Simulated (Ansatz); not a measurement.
**Structure optimisation: hydrogen, H2 molecule**

These are results of Ansatz, DFT, r2SCAN, plane waves (500 eV) with PAW, scalar-relativistic, not measurements. (PAW data from PBE, frozen cores regenerated.)

k-point mesh 1×1×1, Fermi-Dirac smearing 0.01 eV, no spin polarisation. The box is fixed.

Starting structure:

```cif
data_structure
_symmetry_space_group_name_H-M 'P 1'
_symmetry_Int_Tables_number 1
_cell_length_a 12.0000
_cell_length_b 12.3000
_cell_length_c 12.6000
_cell_angle_alpha 90.000
_cell_angle_beta 90.000
_cell_angle_gamma 90.000
_cell_volume 1859.76
loop_
_atom_site_label
_atom_site_type_symbol
_atom_site_fract_x
_atom_site_fract_y
_atom_site_fract_z
_atom_site_occupancy
H1 H 0.50000 0.50000 0.47024 1
H2 H 0.50000 0.50000 0.52976 1
```

What is the relaxed bond length?

0.741 Å (start 0.750 Å).
